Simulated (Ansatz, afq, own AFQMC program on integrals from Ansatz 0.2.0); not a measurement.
# Sn, triplet → Sn, singlet

A free Sn atom.

E(singlet, charge +0) − E(triplet, charge +0) at this geometry, on UHF and RHF determinants.

Basis def2-TZVPP with its core potentials. Only valence electrons are correlated. Integrals, coupled cluster, full CI and functionals: Ansatz 0.2.0; the random walks run on the same integrals in our own AFQMC program. ph-AFQMC/CISD is guided by a CISD state made of CCSD amplitudes; releasing the constraint for a short imaginary time cuts its bias at the price of noise, slowly where states lie close. Uncertainties: one standard error, sampling alone. No spin–orbit coupling. The errors of all members are added in quadrature.

Full CI on the same integrals is exact in this basis and with this determinant's frozen core.

Errors are counted within def2-TZVPP, not against nature.

Cautions: inner d shell frozen; no spin-orbit coupling; Sn (triplet): the released energies are still falling, so no released level is given (meV from the phaseless value at times in 1/Eh: 2 ± 4 at 0.24, 3 ± 3 at 0.51, -3 ± 3 at 0.99, -6 ± 3 at 1.62, -8.1 ± 2.3 at 2.40), though the last usable value meets full CI within the noise, the ph-AFQMC/HF walk drifts between its halves (2.0 errors); Sn (singlet): another spin lies lower, restricted determinant unstable towards unrestricted (UHF 1.16 eV lower, ⟨S²⟩ 1.03), strong correlation (T1 0.015, weight of the determinant 0.78, largest double 0.30), the ph-AFQMC/CISD walk drifts between its halves (2.7 errors), the determinant fills the p orbitals unequally in pairs, so it mixes two states of the atom (¹D and ¹S), and each level undoes that mixture to a different degree, while full CI gives the lower state, CCSDT(Q) on the UHF determinant differs (741 meV lower), perhaps since the unrestricted series falls towards higher spin.

Reference (full CI): 17.3 kcal/mol.

```
        level  vertical spin gap (kcal/mol)  error against FCI (kcal/mol)
           HF                          33.9                          16.7
          MP2                          26.5                           9.2
         CCSD                          19.6                           2.4
      CCSD(T)                          18.5                           1.2
        CCSDT                          18.3                           1.1
     CCSDT(Q)                          17.6                           0.4
ph-AFQMC/CISD                    17.2 ± 0.2                    -0.1 ± 0.2
```

Correlation beyond CCSD(T) takes off 1.2 kcal/mol. The perturbative (T) step is worth −1.2 kcal/mol. Where a determinant mixes two states, these steps and errors hold in part the undoing of that mixture, and only full CI is sure.

CCSDT and higher add their correlation energy to the determinant of the CCSD(T) run, since their own runs factorise the integrals more tightly (a shift of under 2 meV).
